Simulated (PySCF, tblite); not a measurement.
Potential energy curve for BeH, doublet.

Computed with: NEVPT2 = SC-NEVPT2 on CASSCF(3,3)/aug-cc-pVTZ, all electrons correlated run with PySCF; GFN2-xTB, 300 K electronic temperature (tblite); UKS-BHandHLYP = unrestricted BHandHLYP/aug-cc-pVTZ in PySCF; UCCSD(T) = CCSD(T) on UHF/aug-cc-pVTZ (PySCF).

Energies relative to the lowest point of each curve near equilibrium, in kJ/mol:

```tsv
R / Å	NEVPT2	GFN2-xTB	UKS-BHandHLYP
1.03	103.5	83.3	106.4
1.28	1.7	0.6	2.1
1.36	0.6	1.2	0.3
1.45	8.8	8.6	7.9
1.50	16.3	14.8	15.3
1.57	29.4	25.2	28.3
1.70	58.3	46.6	57.9
2.03	137.5	111.4	138.6
2.23	177.7	151.9	177.1
2.70	226.4	238.9	223.8
3.65	234.8	322.9	239.1
5.39	235.1	338.2	240.0
```

Problem. Predict the corresponding UCCSD(T) column.

Solution. 1.03: 101.5; 1.28: 1.4; 1.36: 1.0; 1.45: 10.0; 1.50: 17.9; 1.57: 31.5; 1.70: 61.1; 2.03: 139.4; 2.23: 176.9; 2.70: 218.4; 3.65: 226.3; 5.39: 227.0 (kJ/mol).

The unrestricted determinant behind UCCSD(T) is spin-contaminated at 2.03 to 5.39 Å (<S²> up to 1.0, against 0.75 for a pure doublet).
